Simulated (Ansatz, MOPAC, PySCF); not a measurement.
Species: C$_{4}$H$_{9}$ (charge 0, doublet). SMILES: C[CH]CC
Structure (B3LYP-D3(BJ)/def2-TZVP (Ansatz, an electronic-structure program) minimum search):
```xyz
13

C      0.7679     1.8236    -0.0439
C      0.6296     0.3532     0.1110
C     -0.6936    -0.3121    -0.0206
C     -0.6200    -1.8376    -0.0465
H      1.8122     2.1340    -0.0984
H     -1.6130    -2.2823    -0.1305
H      0.3124     2.3696     0.7976
H      0.2581     2.1820    -0.9454
H     -0.1586    -2.2205     0.8666
H     -0.0218    -2.1842    -0.8915
H      1.4567    -0.2152     0.5207
H     -1.1973     0.0524    -0.9259
H     -1.3526     0.0018     0.8070
```
Charge 0, spin multiplicity 2.

Property: enthalpy of formation at 298 K, in kcal/mol. Conventions: dispersion terms only where a functional's name holds one; 6-31G* and kin with 6d, 5d where marked; open shells spin-unrestricted; non-relativistic; 6-311+G** with 5d; frozen cores in correlated levels; spin-orbit terms left out. Ab initio and DFT rows: single points at B3LYP-D3(BJ) geometries (Ansatz), with unscaled harmonic terms from B3LYP/6-31G* at its own minima, enthalpies of formation by atomisation with measured atoms. Semi-empirical rows: MOPAC heats of formation at their own minima for 298 K.

```tsv
level	program	enthalpy of formation at 298 K (kcal/mol)
AM1	MOPAC	-3.3
PM3	MOPAC	-3.2
SVWN5/6-31G*	Ansatz	-142.2
PBE/STO-3G	Ansatz	-253.9
BP86/6-31G* (5d)	PySCF	-18.3
B3LYP/6-31G*	Ansatz	18.1
B3LYP/6-31+G*	Ansatz	26.6
PBE0/6-311+G**	Ansatz	14.9
MP2/STO-3G	Ansatz	-31.8
PBE/def2-TZVPD	Ansatz	1.2
```

No value to compare with is used here. The 9 habitual levels span -253.9 (PBE/STO-3G) to 26.6 kcal/mol (B3LYP/6-31+G*); PBE/def2-TZVPD gives 1.2.

The levels are drawn from those run, B3LYP/6-31G* more often than the rest, none by its result; runs whose electronic state is in doubt are left out.
